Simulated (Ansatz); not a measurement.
# triplet SClO2F at 6 levels

Aim: a comparison of 6 runs (UHF/STO-3G, UHF/3-21G, UHF/def2-SVP, U-r2SCAN/def2-SVP, UB3LYP/6-31G*, UCCSD/def2-SVP) of triplet SClO2F. 

The results are computed with Ansatz 0.2.0.

64 further runs of the same task are left out: 64 set aside as unsound or not needed.

## (1) The structure to begin with

SClO2F has 5 atoms, charge 0, and is taken as a triplet. As SMILES of the parent species, `O=S(=O)(F)Cl`. The coordinates come from a PBE0-D4/def2-TZVP relaxation. That shape belongs to the parent species and isn't relaxed for this state.

Bond lengths: O1–S2 1.410 Å, S2–O3 1.410 Å, S2–F4 1.551 Å, S2–Cl5 1.994 Å. Angles: O1–S2–O3 123.8°, O1–S2–F4 107.1°, O1–S2–Cl5 108.9°, O3–S2–F4 107.1°, O3–S2–Cl5 108.9°, F4–S2–Cl5 97.8°.

## (2) A single-point energy at UHF/STO-3G (run 1)

Contents of input.yaml:

```yaml
crystal:
  periodic: [false, false, false]
  atoms:
    - symbol: O
      position_ang: [-0.123540, -0.162690, 1.503010]
    - symbol: S
      position_ang: [0.100210, -0.145140, 0.111160]
    - symbol: O
      position_ang: [1.158000, -0.828940, -0.522160]
    - symbol: F
      position_ang: [-1.214690, -0.608760, -0.568390]
    - symbol: Cl
      position_ang: [0.080010, 1.745540, -0.523620]
basis:
  gaussian: {orbitals: STO-3G}
magnetization: {spin_polarized: true, initial_magnetization: 2}
hamiltonian: {xc: hf}
accuracy: high
output: {orbitals: {seedname: orbitals}}
```

On the command line:

```console
$ ansatz run input.yaml --threads 1 --pin off --max-ram 3480MiB --events-out events.jsonl --progress --plain --runs-dir runs
```

Log:

```text
Warning: RAYON_NUM_THREADS=1 ignored (pool sized by the plan → 1); use --threads N
Functional definition: HF
  name "HF"
  exchange = exact_x
  correlation = 0
682 factors; integrals over basis functions are off by at most 3.3e-8 eV
mean field evaluation 1: about -29732.2967 eV, gradient 2.5e1 eV
mean field evaluation 2: about -29732.5224 eV, gradient 2.5e1 eV
mean field evaluation 4: about -29738.4618 eV, gradient 3.1e0 eV
mean field evaluation 8: about -29738.8166 eV, gradient 2.9e-1 eV
mean field evaluation 16: about -29738.8200 eV, gradient 8.1e-3 eV
mean field evaluation 32: about -29738.7648 eV, gradient 2.2e0 eV
mean field evaluation 64: about -29739.3608 eV, gradient 3.4e-4 eV
mean field evaluation 96: about -29727.6595 eV, gradient 3.1e1 eV
mean field evaluation 128: about -29738.8296 eV, gradient 7.2e-1 eV
mean field evaluation 160: about -29739.2583 eV, gradient 2.5e0 eV
mean field evaluation 192: about -29738.8200 eV, gradient 3.5e-7 eV
mean field -29739.36076335 eV, -1092.9013499904 hartree, gradient 2.4e-8 eV, S^2 2.008765; 7 other end points of the search recorded, 0 dependent functions left out
reference -29739.36076335 eV, -1092.9013499904 hartree; 30, 28 occupied and 3, 5 virtual orbitals, 682 factors
Total energy: -29739.36076335 eV, -1092.9013499904 hartree
```

Wall time 4.2 s (1 thread of Arm Neoverse V2, shared host); peak memory 0.11 GiB.

## (3) The energy at UHF/3-21G (run 2)

Contents of molecule.yaml:

```yaml
crystal:
  periodic: [false, false, false]
  atoms:
    - {symbol: O, position_ang: [-0.123540, -0.162690, 1.503010]}
    - {symbol: S, position_ang: [0.100210, -0.145140, 0.111160]}
    - {symbol: O, position_ang: [1.158000, -0.828940, -0.522160]}
    - {symbol: F, position_ang: [-1.214690, -0.608760, -0.568390]}
    - {symbol: Cl, position_ang: [0.080010, 1.745540, -0.523620]}
basis:
  gaussian: {orbitals: 3-21G.json}
output: {orbitals: {seedname: orbitals}}
accuracy: high
hamiltonian: {xc: hf}
magnetization: {spin_polarized: true, initial_magnetization: 2}
```

The basis set 3-21G is read from a file made from the Basis Set Exchange's data (not shown).

On the command line:

```console
$ ansatz run molecule.yaml --threads 1 --pin off --max-ram 3480MiB --events-out events.jsonl --progress --plain --runs-dir runs
```

Log, cut to the lines that bear on the results:

```text
Warning: RAYON_NUM_THREADS=1 ignored (pool sized by the plan → 1); use --threads N
[... 2 set-up lines as earlier in the session ...]
[...]
1132 factors; integrals over basis functions are off by at most 3.0e-9 eV
[...]
mean field -29936.26933823 eV, -1100.1376066478 hartree, gradient 2.2e-8 eV, S^2 2.014330; 5 other end points of the search recorded, 0 dependent functions left out
reference -29936.26933823 eV, -1100.1376066478 hartree; 30, 28 occupied and 23, 25 virtual orbitals, 1132 factors
Total energy: -29936.26933823 eV, -1100.1376066478 hartree
```

It took 6.3 s on 1 thread of Arm Neoverse V2, shared host; peak memory 0.17 GiB.

## (4) The energy at UHF/def2-SVP (run 3)

Changes to molecule.yaml since step 3:

```diff
@@ -9,6 +9,10 @@
 basis:
-  gaussian: {orbitals: 3-21G.json}
+  gaussian:
+    orbitals: def2-SVP
+magnetization:
+  spin_polarized: true
+  initial_magnetization: 2
+hamiltonian:
+  xc: hf
+accuracy: high
 output: {orbitals: {seedname: orbitals}}
-accuracy: high
-hamiltonian: {xc: hf}
-magnetization: {spin_polarized: true, initial_magnetization: 2}
```

On the command line:

```console
$ ansatz run molecule.yaml --threads 1 --pin off --max-ram 3480MiB --events-out events.jsonl --progress --plain --runs-dir runs
```

Log, cut to the lines that bear on the results:

```text
Warning: RAYON_NUM_THREADS=1 ignored (pool sized by the plan → 1); use --threads N
[... 2 set-up lines as earlier in the session ...]
[...]
1568 factors; integrals over basis functions are off by at most 3.1e-9 eV
[...]
mean field -30078.89001454 eV, -1105.3788198306 hartree, gradient 2.4e-8 eV, S^2 2.016937; 2 other end points of the search recorded, 0 dependent functions left out
reference -30078.89001454 eV, -1105.3788198306 hartree; 30, 28 occupied and 48, 50 virtual orbitals, 1568 factors
Total energy: -30078.89001454 eV, -1105.3788198306 hartree
```

It took 11 s on 1 thread of Arm Neoverse V2, shared host; peak memory 0.37 GiB.

Runs 4 to 5 aren't shown in full; the table further down has their settings and results.

## (5) The energy at UCCSD/def2-SVP (run 6)

Contents of run.yaml:

```yaml
crystal:
  periodic: [false, false, false]
  atoms:
    - {symbol: O, position_ang: [-0.123540, -0.162690, 1.503010]}
    - {symbol: S, position_ang: [0.100210, -0.145140, 0.111160]}
    - {symbol: O, position_ang: [1.158000, -0.828940, -0.522160]}
    - {symbol: F, position_ang: [-1.214690, -0.608760, -0.568390]}
    - {symbol: Cl, position_ang: [0.080010, 1.745540, -0.523620]}
basis:
  gaussian:
    orbitals: def2-SVP
accuracy: high
magnetization:
  spin_polarized: true
  initial_magnetization: 2
scf:
  omitted_lower_state_checks: [cluster_reference, increment]
correlation:
  method: ccsd
  frozen_orbitals: {Cl: 5, F: 1, O: 1, S: 5}
```

On the command line:

```console
$ ansatz run run.yaml --threads 1 --pin off --max-ram 3480MiB --events-out events.jsonl --progress --plain --runs-dir runs
```

Log:

```text
Warning: RAYON_NUM_THREADS=1 ignored (pool sized by the plan → 1); use --threads N
[... 17 lines left out ...]
13 core orbitals not correlated: weight in the atoms' cores, before any rotation towards them, 1.000 or more for the frozen orbitals, at most 0.000 for the correlated occupied ones
[... 41 lines left out ...]
Total energy: -30101.49568178 eV, -1106.2095627788 hartree
Checks for a lower state left out: cluster_reference, increment
```

Wall time 79 s (1 thread of Arm Neoverse V2, shared host); peak memory 0.63 GiB.

## (6) All runs side by side

| run | level | Cartesian functions | frozen core orbitals | energy (Eh) | HOMO energy (eV) | ⟨S²⟩ | wall time |
| --- | --- | --- | --- | --- | --- | --- | --- |
| 1 | UHF/STO-3G | no | – | -1092.901350 | -4.62 | 2.009 | 4.2 s |
| 2 | UHF/3-21G | no | – | -1100.137607 | -8.45 | 2.014 | 6.3 s |
| 3 | UHF/def2-SVP | no | – | -1105.378820 | -8.06 | 2.017 | 11 s |
| 4 | U-r2SCAN/def2-SVP | no | – | -1107.765623 | -2.95 | 2.006 | 35 s |
| 5 | UB3LYP/6-31G* (Cartesian functions) | yes | – | -1108.381955 | -4.03 | 2.007 | 21 s |
| 6 | UCCSD/def2-SVP | no | 13 | -1106.209563 | – | 2.017 | 79 s |

## (7) Summary of results

```
                                           quantity           value
                                run 6: total energy  -1106.20956 Eh
run 6: correlation energy (13 core orbitals frozen)      -830.7 mEh
           run 6: ⟨S²⟩ of the reference determinant           2.017
                               run 6: T1 diagnostic           0.037
```

What this shows: Totals of different functionals can't be ranked against each other. In run 1 the basis is minimal, so the values are rough. All runs together took 2.6 min, the longest 79 s.
